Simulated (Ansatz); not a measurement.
The input, for Ansatz 0.2.0:

```yaml
crystal:
  periodic: [false, false, false]
  atoms:
    - {symbol: O, position_ang: [0.000000, 0.000000, 0.643781]}
    - {symbol: C, position_ang: [0.000000, 0.000000, -0.660640]}
    - {symbol: H, position_ang: [0.000000, -0.956723, -1.173362]}
    - {symbol: H, position_ang: [0.000000, 0.956723, -1.173362]}
basis:
  gaussian: {orbitals: cc-pVDZ}
magnetization: {spin_polarized: false, initial_magnetization: 2}
correlation: {method: mp2, electrons: all}
accuracy: high
output: {forces: true}
```

```sh
$ ansatz run in.yaml --threads 1 --pin off --events-out ev --progress --plain --max-ram 2393MiB
```

Log:

```
793 factors; integrals over basis functions are off by at most 2.8e-9 eV
mean field evaluation 1: about -3094.1280 eV, gradient 1.7e1 eV
mean field evaluation 2: about -3094.1298 eV, gradient 1.7e1 eV
mean field evaluation 4: about -3096.2504 eV, gradient 3.5e0 eV
mean field evaluation 8: about -3096.4557 eV, gradient 1.1e-1 eV
mean field evaluation 16: about -3096.3516 eV, gradient 1.6e0 eV
mean field -3096.45578166 eV, -113.7926511231 hartree, gradient 1.5e-8 eV, S^2 2.000000; 4 other end points of the search recorded, 0 dependent functions left out
mean field evaluation 32: about -3094.8361 eV, gradient 1.3e1 eV
reference -3096.45578166 eV, -113.7926511231 hartree; 9, 7 occupied and 29, 31 virtual orbitals, 793 factors
second order -7.32934416 eV of doubles, -0.15623834 eV of singles
the calculation of the forces begins
Total energy: -3103.94136417 eV, -114.0677412061 hartree
Atom 0 at     0.000000     0.000000     0.643781 Å, force     0.000000     0.000000     0.983329 eV/Å
Atom 1 at     0.000000     0.000000    -0.660640 Å, force    -0.000000    -0.000000    -0.972487 eV/Å
Atom 2 at     0.000000    -0.956723    -1.173362 Å, force     0.000000    -0.202281    -0.005421 eV/Å
Atom 3 at     0.000000     0.956723    -1.173362 Å, force    -0.000000     0.202281    -0.005421 eV/Å
Dipole moment:    -0.000000     0.000000    -0.242454 e Å
```

Forces (eV/Å):
```
O    0.000  0.000  0.983
C    0.000  0.000 -0.972
H    0.000 -0.202 -0.005
H    0.000  0.202 -0.005
```

Ran on 1 thread of Arm Neoverse V1, shared host: 1.1 s wall, 0.26 GiB peak host memory.
